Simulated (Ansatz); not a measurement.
`ClCC(Cl)CCl` + H₂ → `CC(Cl)CCl` + HCl at 700 K and 1 bar (hydrogenolysis of a C–Cl bond).

Isolated molecules relaxed with PBE0-D4/def2-TZVP in Ansatz; ΔE leaves out vibrations. CCSD(T)/CBS is the MP2 limit (def2-TZVPP, def2-QZVPP) plus CCSD(T) − MP2 in def2-TZVPP, frozen cores. This one scheme is used for every species. One conformer a species, not always the lowest.

| species | CCSD(T)/CBS energy (Eh) | H − E (kJ/mol) | S (J/(mol·K)) |
| --- | --- | --- | --- |
| `ClCC(Cl)CCl` | -1496.50903 | 283.1 | 482.1 |
| H₂ | -1.17544 | 46.8 | 155.3 |
| `CC(Cl)CCl` | -1037.33749 | 298.7 | 442.0 |
| HCl | -460.38127 | 38.4 | 211.8 |

H − E and S are ideal-gas, rigid-rotor, harmonic terms from PBE0-D4/def2-TZVP, for one conformer and one mirror image of each species. The MP2-based limit puts H₂ 0.8 mEh under its directly extrapolated value; such offsets cancel only in part. 1 Eh = 2625.50 kJ/mol, R = 8.31446 J/(mol·K).

Task: By hand: ΔE, ΔH, ΔS and ΔG.

Result: ΔE = (-1037.33749) + (-460.38127) − (-1496.50903) − (-1.17544) = -0.03429 Eh = -90.0 kJ/mol. Δ(H − E) = 298.7 + 38.4 − 283.1 − 46.8 = 7.2, so ΔH = -82.8 kJ/mol. ΔS = 442.0 + 211.8 − 482.1 − 155.3 = 16.4 J/(mol·K). ΔG = -82.8 − 700 × (16.4)/1000 = -94.3 kJ/mol.

Task: By hand: the equilibrium constant, and the temperature at which ΔG would vanish if ΔH and ΔS stayed fixed.

Result: log₁₀ K = −ΔG/(RT ln 10) = 7.0. ΔH and −TΔS have one sign here, so there is no such temperature.

ΔH outweighs TΔS. A doubt of 5 kJ/mol in ΔE shifts log₁₀ K by 0.4 here. Other conformers and mirror images would add mixing entropy, several J/(mol·K) or more a flexible species. These are equilibria of isolated gas molecules and say nothing of rates. Largest T1 diagnostic: 0.009 (customary marks: 0.02 for closed shells, 0.045 for open ones).
